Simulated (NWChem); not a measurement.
## Total energies of ethylene (C₂H₄)

SMILES: C=C
```xyz
6

C      0.0000     0.0000     0.6703
C      0.0000     0.0000    -0.6703
H      0.9374     0.0000     1.2507
H     -0.9374     0.0000     1.2507
H     -0.9374     0.0000    -1.2507
H      0.9374     0.0000    -1.2507
```
Charge 0, spin multiplicity 1.

Everything below was run with NWChem. Structure: optimised with PBE/def2-SVP, a minimum by its harmonic frequencies.

Basis set: def2-SVP (48 functions).

```json
[
 {"method": "RHF", "total energy (Ha)": "-77.97646"},
 {"method": "MP2", "total energy (Ha)": "-78.25220"},
 {"method": "B2PLYP", "total energy (Ha)": "-78.43082"},
 {"method": "PBE", "total energy (Ha)": "-78.41153"},
 {"method": "B3LYP", "total energy (Ha)": "-78.53136"},
 {"method": "r2SCAN", "total energy (Ha)": "-78.47069"},
 {"method": "CCSD(T)", "total energy (Ha)": "-78.29228"}
]
```

Total energies of different functionals aren't comparable as a measure of quality: only differences taken within one method are. 

The correlated methods keep 2 core orbitals frozen. B3LYP has NWChem's definition, with VWN1-RPA local correlation. No row is a measurement; the coupled-cluster row has its own basis-set and correlation limits.
